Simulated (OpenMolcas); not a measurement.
**SiNH3 (SMILES N[SiH]) at 6 levels**

Wanted: a comparison of 6 runs (HF/STO-3G, B2PLYP/STO-3G, B3LYP/STO-3G, r2SCAN/STO-3G, ACPF/STO-3G, CCSD(T)/STO-3G) of SiNH3. 

Program for the calculation: OpenMolcas 26.06.

1 further run of the same task is left out (set aside as unsound or not needed).

### 1 The molecule

The species is SiNH3 (5 atoms), meant as a singlet with charge 0. SMILES: `N[SiH]`. The coordinates come from a GFN2-xTB relaxation. This is one conformer, not always the lowest.

Bond lengths: N1–Si2 1.713 Å, N1–H3 1.011 Å, N1–H4 1.006 Å, Si2–H5 1.494 Å. Angles: N1–Si2–H5 96.3°, Si2–N1–H3 126.2°, Si2–N1–H4 122.7°, H3–N1–H4 111.2°.

### 2 A single-point energy at HF/STO-3G (run 1)

Contents of coord.xyz:

```xyz
5

N     -0.298680    -0.469270     0.122940
Si     0.005450     1.195020     0.389730
H      0.189070    -1.067540    -0.529200
H     -1.009510    -0.977570     0.620720
H      1.113660     1.319360    -0.604190
```

Contents of job.input:

```
>>> EXPORT MOLCAS_PRINT=2

&GATEWAY
 BASLIB=$CurrDir
 COORD=coord.xyz
 BASIS=STO-3G
 GROUP=NoSym

&SEWARD

&SCF
 THRESHOLDS=1e-10 1e-07 1e-07 1e-05
 PRORBITALS=1 1
```

The basis set STO-3G is read from a file made from the Basis Set Exchange's data (not shown).

The run is started by

```sh
$ export MOLCAS_MEM=1860
$ pymolcas job.input > job.log
```

What it wrote:

```text
--- Start Module: gateway ---
[...]
--- Stop Module: gateway /rc=_RC_ALL_IS_WELL_ ---
--- Start Module: seward ---
[...]
      Basis functions           17
--- Stop Module: seward /rc=_RC_ALL_IS_WELL_ ---
--- Start Module: scf ---
[...]
       Convergence after  10 Iterations
[...]
::    Total SCF energy                               -341.0433181008
[...]
      Total spin, S                                     0.0000000000
[...]
      Total electronic charge=   24.000000
      Total            charge=   -0.000000
[...]
      Dipole Moment (debye):
      Origin of the operator (angstrom)=   -0.0830    0.5806    0.2691
                   X= -2.4098E-01               Y= -8.2480E-01               Z= -4.2851E-02           Total=  8.6035E-01
      Quadrupole Moment (debye*angstrom):
[...]
--- Stop Module: scf /rc=_RC_ALL_IS_WELL_ ---
[...]
```

It took 1.2 s on 1 thread of Arm Neoverse V2, shared host; peak memory 0.37 GiB.

### 3 The energy at B2PLYP/STO-3G (run 2)

coord.xyz is that of step 2.

Contents of job.input:

```
&gateway
  baslib = $CurrDir
  coord = coord.xyz
  basis = STO-3G
  group = NoSym

&seward
  gridinput
  Grid=UltraFine
  End of Grid

&scf
  ksdft = B2PLYP_SCF
  thresholds = 1e-10 1e-07 1e-07 1e-05
  prorbitals = 1 1

&mbpt2
  frozen = 6
```

The basis set STO-3G is read from a file made from the Basis Set Exchange's data (not shown).

The run is started by

```sh
$ export MOLCAS_MEM=1860
$ pymolcas job.input > job.log
```

What it wrote:

```text
--- Start Module: gateway ---
[...]
--- Stop Module: gateway /rc=_RC_ALL_IS_WELL_ ---
[...]
      Basis functions           17
[...]
--- Start Module: scf ---
[...]
       Convergence after  11 Iterations
[...]
::    Total KS-DFT energy                            -341.6450754094
[...]
      Total spin, S                                     0.0000000000
[...]
      Total electronic charge=   24.000000
      Total            charge=   -0.000000
[...]
      Dipole Moment (debye):
      Origin of the operator (angstrom)=   -0.0830    0.5806    0.2691
                   X= -3.0917E-01               Y= -1.2075E+00               Z= -1.0590E-01           Total=  1.2510E+00
      Quadrupole Moment (debye*angstrom):
[...]
--- Stop Module: scf /rc=_RC_ALL_IS_WELL_ ---
[...]
--- Start Module: mbpt2 ---
[...]
 ###    WARNING: MP2 implementation intended for RHF references only         ###
 ###############################################################################
MBPT2 WARNING: Reference function according to RunFile:KS-DFT
I'll assume you know what you're doing and continue
WARNING!
Default frozen orbitals as non valence orbitals is overwritten by user input.
Default values:   3
[...]
       Reference weight ( Cref**2 )         =        0.92898
::    Total MBPT2 energy                             -341.7580850632
[...]
      Total MBPT2 calculations                           0.03      0.03
--- Stop Module: mbpt2 /rc=_RC_ALL_IS_WELL_ ---
[...]
```

Wall time 3.3 s (1 thread of Arm Neoverse V2, shared host); peak memory 0.37 GiB.

Runs 3 to 5 aren't shown in full; the table further down has their settings and results.

### 4 A single-point energy at CCSD(T)/STO-3G (run 6)

coord.xyz is that of step 3.

Contents of job.inp:

```
&gateway
 baslib=$CurrDir
 coord=coord.xyz
 basis=STO-3G
 group=NoSym

&seward

&scf
 thresholds=1e-10 1e-07 1e-07 1e-05
 prorbitals=1 1

&rasscf
 fileorb=$Project.ScfOrb
 spin=1
 nactel=0 0 0
 inactive=12
 ras2=0
 outorbitals=Canonical
 orblisting=Nothing

&motra
 jobiph
 frozen=6

&ccsdt
 cct
 triples=2
 iterations=80
 accuracy=1e-08
 extrapolation=5 4
```

The basis set STO-3G is read from a file made from the Basis Set Exchange's data (not shown).

The run is started by

```sh
$ export MOLCAS_MEM=1860
$ pymolcas job.inp > job.log
```

What it wrote:

```text
--- Start Module: gateway ---
[...]
--- Stop Module: gateway /rc=_RC_ALL_IS_WELL_ ---
[...]
      Basis functions           17
[...]
       Convergence after  10 Iterations
[...]
::    Total SCF energy                               -341.0433181008
[...]
      Total spin, S                                     0.0000000000
[...]
      Number of active orbitals                  0
[...]
      Spin quantum number                      0.0
[...]
      Active orbitals                            0
[...]
      Number of CSFs                             1
[...]
      Number of root(s) required                 1
[...]
      Convergence after  4 iterations
[...]
      Natural orbitals and occupation numbers for root  1
      ************************************************************************************************************************
      *                                                    Final results                                                     *
      ************************************************************************************************************************
[...]
::    RASSCF root number  1 Total energy:   -341.04331810
[...]
      Total electronic charge=   24.000000
      Total            charge=   -0.000000
[...]
      Dipole Moment (debye):
      Origin of the operator (angstrom)=   -0.0830    0.5806    0.2691
                   X= -2.4098E-01               Y= -8.2480E-01               Z= -4.2851E-02           Total=  8.6035E-01
      Quadrupole Moment (debye*angstrom):
[...]
--- Start Module: motra ---
[...]
--- Stop Module: motra /rc=_RC_ALL_IS_WELL_ ---
--- Start Module: ccsdt ---
[...]
      Convergence after                    13  Iterations
      Total energy (diff) :    -341.15066813       0.00000000
[...]
 METHOD                       : CCSD+T(CCSD)+<T3(1)WT1> = CCSD(T)
[...]
       CCSD     =      -341.1506681254198
[...]
```

Run time: 1.7 s. Hardware: 1 thread of Arm Neoverse V2, shared host; peak memory 0.37 GiB.

### 5 Overview of the runs

| run | level | frozen core orbitals | integration grid | energy (Eh) | dipole moment (D) of the reference | HOMO energy (eV) | LUMO energy (eV) | wall time |
| --- | --- | --- | --- | --- | --- | --- | --- | --- |
| 1 | HF/STO-3G | – | – | -341.043318 | 0.86 | -5.96 | 7.36 | 1.2 s |
| 2 | B2PLYP/STO-3G | 6 | UltraFine | -341.675588 | 1.25 | -4.04 | 4.71 | 3.3 s |
| 3 | B3LYP/STO-3G | – | UltraFine | -341.910521 | 1.54 | -2.68 | 2.93 | 3.3 s |
| 4 | r2SCAN/STO-3G | – | UltraFine | -341.856340 | 1.69 | -1.83 | 2.31 | 4.2 s |
| 5 | ACPF/STO-3G | 6 | – | -341.152488 | 0.86 | -5.96 | 7.36 | 1.4 s |
| 6 | CCSD(T)/STO-3G | 6 | – | -341.153536 | 0.86 | -5.96 | 7.36 | 1.7 s |

### 6 Results

| quantity | value |
| --- | --- |
| run 6: total energy | -341.15354 Eh |
| run 6: dipole moment (mean-field density) | 0.86 D |
| run 6: HOMO energy (Hartree–Fock orbitals) | -5.96 eV |
| run 6: LUMO energy (Hartree–Fock orbitals) | 7.36 eV |
| run 6: HOMO–LUMO gap (Hartree–Fock orbitals) | 13.32 eV |
| run 6: correlation energy (6 core orbitals frozen) | -110.2 mEh |
| run 6: (T) correction | -2.87 mEh |

**Reading.** Below the HF energy at the same shape and in the same basis (STO-3G): ACPF -109.2 mEh; CCSD(T) -110.2 mEh. Over runs 1, 2, 3, 4 the dipole moment (its size) runs from 0.86 D (HF/STO-3G) to 1.69 D (r2SCAN/STO-3G). Over runs 1, 2, 3, 4 the HOMO–LUMO gap runs from 4.14 eV (r2SCAN/STO-3G) to 13.32 eV (HF/STO-3G). Exact exchange widens orbital gaps. For B2PLYP the log adds the whole second-order term; the table takes 0.27 of it, as the functional is defined. Totals of different functionals can't be ranked against each other. In runs 1, 2, 3, 4, 5, 6 the basis is minimal, so the values are rough. All runs together took 15 s, the longest 4.2 s.
